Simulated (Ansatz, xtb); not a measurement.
## Two isomers of C4H4O2

Structure a is `O=C/C=C\C=O`, a singlet and structure b is `C=C(C=O)C=O`, a singlet. Both are isolated molecules in the gas phase, relaxed with r2SCAN-D4/def2-SVP; each stands in its lowest conformer found.

Estimate E(b) − E(a) at the level CCSD(T)/def2-SVP + ΔMP2/def2-TZVPP.

Calculated at CCSD(T)/def2-SVP + ΔMP2/def2-TZVPP: E(b) − E(a) = −2.6 kcal/mol, so structure b lies lower.

How the difference moves with the method:

| level | geometry | E(b) − E(a) (kcal/mol) | departure from the last row (kcal/mol) | job, with rough time for the two |
| --- | --- | --- | --- | --- |
| GFN2-xTB | GFN2-xTB | −2.0 | +0.5 | optimisation, 0.1 s |
| HF/STO-3G | GFN2-xTB | −2.6 | 0.0 | single point, 0.3 s |
| r2SCAN-D4/def2-SVP//GFN2-xTB | GFN2-xTB | −3.0 | −0.4 | single point, 3.4 s |
| r2SCAN-D4/def2-SVP | r2SCAN-D4/def2-SVP | −3.1 | −0.5 | optimisation, 27 s |
| HF/def2-SVP | r2SCAN-D4/def2-SVP | −5.2 | −2.6 | part of the CCSD(T) run |
| MP2/def2-SVP | r2SCAN-D4/def2-SVP | −3.8 | −1.2 | part of the CCSD(T) run |
| CCSD(T)/def2-SVP | r2SCAN-D4/def2-SVP | −4.1 | −1.5 | single point |
| CCSD(T)/def2-SVP + ΔMP2/def2-TZVPP | r2SCAN-D4/def2-SVP | −2.6 |  | single point, 35 s |

As drawn, both hold the same kinds of bond in the same numbers.

None of the levels shown reverses the order. The largest departure from CCSD(T)/def2-SVP + ΔMP2/def2-TZVPP is that of HF/def2-SVP, 2.6 kcal/mol. The last row adds to CCSD(T) the change of the MP2 difference between the two basis sets, here +1.5 kcal/mol.

With harmonic frequencies from r2SCAN-D4/def2-SVP (ideal gas, rigid rotor, one conformer each, 298.15 K, 1 atm): the zero-point term adds −0.1 kcal/mol; ΔH is −2.8 and ΔG −2.9 kcal/mol.

The correlated steps freeze 6 core orbitals. Run with Ansatz 0.2.0, xtb 6.7.1; the last row on 2 threads of Arm Neoverse V1 on a shared host.
